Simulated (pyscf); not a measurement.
This saddle point was located with ωB97X-D3(BJ)/def2-SVP in PySCF.

```xyz
8

O      0.0221     0.0489     1.6694
Si    -0.6213     0.2867     0.3132
O     -1.0414    -1.1063    -0.6878
O     -1.6328     1.4777    -0.1483
H     -0.9622    -1.9549    -0.2290
H     -2.0799     1.4174    -0.9983
F      0.5982     0.3041    -1.1555
H      0.0308    -0.6056    -1.3031
```
Charge 0, spin multiplicity 1.

Surface: singlet, charge 0. Lowest wavenumbers (cm⁻¹): 633i, 152, 265, 287, 294.

Task: Which two sides does it connect, and which bonds change?

Result: O=Si(OH)–OH + HF ⇌ O=Si(OH)–F + H₂O, a four-centre exchange read from left to right: O–Si, F–H broken and F–Si, H–O formed. At CCSD(T)/def2-TZVPP + ΔMP2(QZVPP) it lies +2.4 kcal/mol from the left side and +3.9 kcal/mol from the right (each side as separated species at their lowest minima found). On the reactant side the descent ends in an adduct with a F–Si contact, 3.6 kcal/mol under the separated species and 3.7 kcal/mol under the saddle at ωB97X-D3(BJ)/def2-TZVP. On the product side the descent ends in an adduct with a O–Si contact, 26.7 kcal/mol under the separated species and 28.0 kcal/mol under the saddle at ωB97X-D3(BJ)/def2-TZVP. What is counted as formed (F–Si) is already present as a longer contact in the reactant adduct; forming that adduct is a step of its own. What is counted as broken (O–Si) persists as a longer contact in the product adduct; parting that adduct is a step of its own. At ωB97X-D3(BJ)/def2-TZVP the barrier from the zero used here is 0.1 kcal/mol. One saddle was located; it need not be the lowest between these sides. The CCSD(T) − MP2 part came from Ansatz, without density fitting, on the same reference.
